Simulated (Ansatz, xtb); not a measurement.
BHCl2 (SMILES [H]B(Cl)Cl): the electronic atomisation energy, rung by rung

The species is BHCl2 (4 atoms), meant as a singlet with charge 0. As SMILES, `[H]B(Cl)Cl`. Geometry: relaxed at GFN2-xTB.

Each level gives the electronic atomisation energy (eV). The values are calculated. Electronic energies at fixed atoms, without zero-point motion or spin-orbit coupling.

| level | kind | program | value (eV) | less FCI/STO-3G | CPU time (all runs) |
| --- | --- | --- | --- | --- | --- |
| GFN0-xTB | semi-empirical | xtb | 15.22 | +1.45 | under 2 s |
| HF/STO-3G | Hartree–Fock | Ansatz | 13.01 | -0.76 | 0.31 s |
| revPBE/STO-3G | GGA | Ansatz | 16.20 | +2.43 | 3 s |
| r2SCAN/STO-3G | meta-GGA | Ansatz | 16.54 | +2.77 | 10 s |
| r2SCAN0/STO-3G | hybrid meta-GGA | Ansatz | 16.20 | +2.43 | 7.7 s |
| HSE06/STO-3G | range-separated hybrid | Ansatz | 16.39 | +2.62 | 3.6 s |
| RPA@PBE/STO-3G | RPA | Ansatz | 12.17 | -1.60 | 4.2 s |
| BCCD(T)/STO-3G | coupled cluster or CI | Ansatz | 13.76 | -0.01 | 0.7 s |
| CCSDT(Q)/STO-3G | coupled cluster or CI | Ansatz | 13.77 | 0.00 | 1.7 s |
| FCI/STO-3G | exact in the basis | Ansatz | 13.77 | 0.00 | 2.8 s |

FCI/STO-3G is exact within its basis and frozen core, so for wave-function methods in that basis the difference is their error; functionals converge differently with the basis, so for them it is only a difference. The values span 12.17 to 16.54 eV. The xTB rows lack spin polarisation, so open shells miss the exchange term that lowers them. All rows use very small basis sets, so even the best lies far from the true value. Times are those of the runs behind each value, whatever else they computed, on shared processors of several kinds: orders of magnitude only.
